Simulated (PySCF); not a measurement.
Species: SiCl4 (charge 0, singlet). 
Coordinates optimised at B3LYP-D3(BJ)/def2-TZVP (Ansatz):
```
Si
Cl 1 2.0325
Cl 1 2.0325 2 109.47
Cl 1 2.0325 2 109.47 3 120.00
Cl 1 2.0325 2 109.47 3 -120.00
```
Charge 0, spin multiplicity 1.

Dispersion corrections to the total energy (kcal/mol) from the dftd3 and dftd4 libraries through PySCF: D3(BJ) without and D4 with the three-body term, each with the damping fitted for the functional named.

```
functional  D3(BJ)      D4
----------  ------  ------
revPBE           ?  -15.14
BLYP        -12.87  -13.37
CAM-B3LYP    -5.34   -5.57
HF          -38.46  -19.01
TPSSh        -6.91   -7.57
HSE06        -4.50       ?
PBE0         -5.12       ?
```

Problem. Some entries are withheld; supply them.

Solution. 
- revPBE, D3(BJ): -12.49
- HSE06, D4: -5.05
- PBE0, D4: -5.32
